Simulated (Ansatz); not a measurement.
Species: pyrazine, C₄H₄N₂, net charge 0, singlet state. SMILES: c1cnccn1
Geometry: optimised at B3LYP-D3(BJ)/def2-TZVP (Ansatz, a first-principles code).

Computed values are from Ansatz. Cores are frozen in the correlated levels unless marked. UHF or UKS for open shells. No spin-orbit coupling. No relativistic terms. Basis-set limits of correlation are two-point, X^-3; Hartree-Fock from the larger set (for Q and 5 zeta extrapolated as (X+1)exp(-9√X)).

The Hartree-Fock reference is unstable (checked in the largest basis), which strains HF and MP2. 

Q: What is the T1 diagnostic at CCSD/cc-pV5Z?

A: 0.012.

Q: What is the dipole moment at CCSD(T)/aug-cc-pVDZ?

A: 0.00 D.

Q: What is the atomisation energy De at CCSD(T)/CBS(cc-pVQZ,cc-pV5Z)?

A: 1101.5 kcal/mol.

Q: What is the total energy at CCSD(T)/CBS(cc-pVQZ,cc-pV5Z)?

A: -263.9753 Eh.
